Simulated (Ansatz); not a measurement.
Ansatz (a first-principles code) input file for tert-butyl cation (C₄H₉), SMILES C[C+](C)C, charge +1, PBE/def2-SVPD. Coordinates come from a PBE-D3(BJ)/def2-SVP optimisation. A frequency run showed that this geometry is not a minimum.

Ansatz 0.2 input:
```yaml
crystal:
  periodic: [false, false, false]
  atoms:
    - {symbol: C, position_ang: [-0.33213320, 1.40258160, 0.24946552]}
    - {symbol: C, position_ang: [0.00002243, 0.00003230, -0.00003054]}
    - {symbol: C, position_ang: [1.35452779, -0.48802941, 0.25847313]}
    - {symbol: C, position_ang: [-1.02241336, -0.91455414, -0.50787221]}
    - {symbol: H, position_ang: [-0.74451989, 1.84116550, -0.69256594]}
    - {symbol: H, position_ang: [0.49540029, 2.02145873, 0.63780632]}
    - {symbol: H, position_ang: [-1.21577560, 1.44593946, 0.93216034]}
    - {symbol: H, position_ang: [2.08008940, 0.15411917, -0.29821699]}
    - {symbol: H, position_ang: [1.52190917, -1.55588656, 0.03420506]}
    - {symbol: H, position_ang: [1.61380245, -0.26308320, 1.32247773]}
    - {symbol: H, position_ang: [-0.64186369, -1.38718966, -1.44660542]}
    - {symbol: H, position_ang: [-1.09152980, -1.79110688, 0.18211127]}
    - {symbol: H, position_ang: [-2.01753444, -0.46559860, -0.67158761]}
basis:
  gaussian:
    orbitals: def2-SVPD
hamiltonian:
  xc: {name: PBE}
total_charge: 1
```

It prints:

```
WARN ansatz: RAYON_NUM_THREADS=1 ignored (pool sized by the plan → 1); use --threads N
Functional definition: PBE
integrals: 0.07 GiB planned
1252 factors; their error is unknown
mean field: 0.56 GiB planned
mean field evaluation 1: about -4260.2076 eV, gradient 8.5e1 eV
mean field evaluation 2: about -4244.5577 eV, gradient 1.1e2 eV
mean field evaluation 4: about -4277.8173 eV, gradient 9.9e0 eV
mean field evaluation 8: about -4278.0510 eV, gradient 8.3e-2 eV
mean field evaluation 16: about -4277.9774 eV, gradient 1.4e-5 eV
mean field -4277.97739585 eV, -157.2127695803 hartree, gradient 1.4e-5 eV, S^2 0.000000; 0 other end points of the search recorded, 0 dependent functions left out
reference -4277.97743668 eV, -157.2127710807 hartree; 16, 16 occupied and 136, 136 virtual orbitals, 1252 factors
Total energy: -4277.97743668 eV, -157.2127710807 hartree
```

The run converged.

Cost: roughly 2.7 core-seconds.
